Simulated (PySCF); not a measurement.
Homolysis of single bonds, series Sn SiH3-H. Gas-phase values, no solvent. Strings in code marks are SMILES.

These are PBE-D3(BJ)/def2-TZVP // r2SCAN-D4/def2-SVP run with PySCF values and carry that method's errors. 

| species | dipole moment (D) |
|---|---|
| radical fragment (`[SiH3]`) | 0.01 |
| whole molecule (`[SiH3][SnH]([SiH3])[SiH3]`) | 0.00 |
| radical fragment (`[SiH3][SnH][SiH3]`) | 0.21 |
| whole molecule (`[SiH3][SnH2][SiH3]`) | 0.12 |
| radical fragment (`[SiH3][SnH2]`) | 0.33 |
| whole molecule (`[SiH3][SnH3]`) | 0.23 |
| radical fragment (`[SnH3]`) | 0.31 |
| whole molecule (`[SnH4]`) | 0.00 |
